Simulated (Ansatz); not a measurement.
# HCl with CHN: superposition error and deformation

An exercise on one series of results from a longer session: the logs are not shown, and one member is left open.

Computed with Ansatz 0.2.0, Gaussian basis. Level: PBE0-D4 structures, single points in def2-TZVPPD.

Levels: PBE-D4, revPBE-D4, BLYP-D4, r2SCAN-D4, B97M-V, PBE0-D4, B3LYP-D4, HSE06-D4, wB97X-V, wB97M-V, B2PLYP, Hartree-Fock, MP2, CCSD, CCSD(T).

Correlated methods freeze the cores. B3LYP uses VWN-RPA correlation. B2PLYP carries no dispersion term here.

129 further runs of the same task are left out: 129 set aside as unsound or not needed.

### The starting structure

The relaxed pair: 5 atoms, charge 0, spin multiplicity 1.

Atoms are counted from 1 here; the program's logs count them from 0.

Bond lengths: Cl1–H2 1.281 Å, C3–N4 1.146 Å, C3–H5 1.072 Å. Angles: N4–C3–H5 179.6°.

Geometry (Å):

```mol
CH2ClN
  3D, bonds by distance, orders not assigned

  5  3  0  0  0  0  0  0  0  0999 V2000
   -0.1817   -0.3651   -2.1968 Cl  0  0
    0.1163    0.8655   -2.3876 H   0  0
    0.0190   -0.1739    1.5046 C   0  0
    0.1186    0.0400    2.6260 N   0  0
   -0.0723   -0.3664    0.4539 H   0  0
  1  2  8  0
  3  4  8  0
  3  5  8  0
M  END
```

Atoms 1 to 2 are fragment A (HCl), the rest fragment B (CHN). From earlier runs, pair energy (eV) and counterpoise interaction (kJ/mol):

| method | E(pair) | interaction |
| --- | --- | --- |
| PBE-D4 | -15074.58499 | -8.22 |
| revPBE-D4 | -15080.09823 | -6.86 |
| BLYP-D4 | -15082.30954 | -6.78 |
| r2SCAN-D4 | -15080.39779 | -6.39 |
| B97M-V | -15079.28286 | -7.40 |
| PBE0-D4 | -15075.55726 | -7.92 |
| B3LYP-D4 | -15083.46229 | -7.35 |
| HSE06-D4 | -15075.20680 | -7.98 |
| wB97X-V | -15080.08771 | -7.02 |
| wB97M-V | -15081.29730 | -6.84 |
| B2PLYP | -15077.42520 | -5.48 |
| MP2 | -15063.25409 | -6.43 |
| CCSD(T) | -15064.64060 | -6.00 |

First each fragment is run alone in its own basis, frozen in the shape it has in the pair (a, b).

Set-up of the first run:

a/in.yaml reads:

```yaml
crystal:
  periodic: [false, false, false]
  atoms:
    - {symbol: Cl, position_ang: [-0.181652, -0.365146, -2.196818]}
    - {symbol: H, position_ang: [0.116302, 0.865528, -2.387593]}
basis:
  gaussian: {orbitals: "def2-TZVPPD.json"}
hamiltonian: {xc: pbe, dispersion: d4}
```

b/in.yaml reads:

```yaml
crystal:
  periodic: [false, false, false]
  atoms:
    - {symbol: C, position_ang: [0.019036, -0.173850, 1.504617]}
    - {symbol: N, position_ang: [0.118567, 0.039985, 2.626026]}
    - {symbol: H, position_ang: [-0.072254, -0.366417, 0.453866]}
basis:
  gaussian: {orbitals: "def2-TZVPPD.json"}
hamiltonian: {xc: pbe, dispersion: d4}
```

The basis file named in the input lies beside it (Basis Set Exchange, JSON).

One command serves all of them, each in its own folder.

Run with:

```
ansatz run in.yaml --threads 2 --pin off --events-out ev --progress --plain --max-ram 5222MiB
```

Among the steps run: PBE-D4/def2-TZVPPD; r2SCAN-D4/def2-TZVPPD; PBE0-D4/def2-TZVPPD; B3LYP-D4/def2-TZVPPD; wB97X-V/def2-TZVPPD; wB97M-V/def2-TZVPPD; B2PLYP/def2-TZVPPD; BLYP-D4/def2-TZVPPD; revPBE-D4/def2-TZVPPD; B97M-V/def2-TZVPPD; HSE06-D4/def2-TZVPPD; CCSD(T)/def2-TZVPPD; Relaxing HCl alone; Relaxing CHN alone.

One of the session's tables, all rows but one given; the rest of the session is left out.

| method | interaction with counterpoise (kJ/mol) |
| --- | --- |
| PBE-D4 | -8.22 |
| revPBE-D4 | -6.86 |
| BLYP-D4 | -6.78 |
| r2SCAN-D4 | -6.39 |
| B97M-V | -7.40 |
| PBE0-D4 | -7.92 |
| B3LYP-D4 | -7.35 |
| HSE06-D4 | -7.98 |
| wB97X-V | -7.02 |
| wB97M-V | -6.84 |
| B2PLYP | -5.48 |
| Hartree-Fock | ? |
| MP2 | -6.43 |
| CCSD | -5.44 |
| CCSD(T) | -6.00 |

**Question.** Estimate the row for Hartree-Fock.

**Answer.** interaction with counterpoise (kJ/mol): -3.02. In the column «interaction with counterpoise (kJ/mol)» it is the highest.
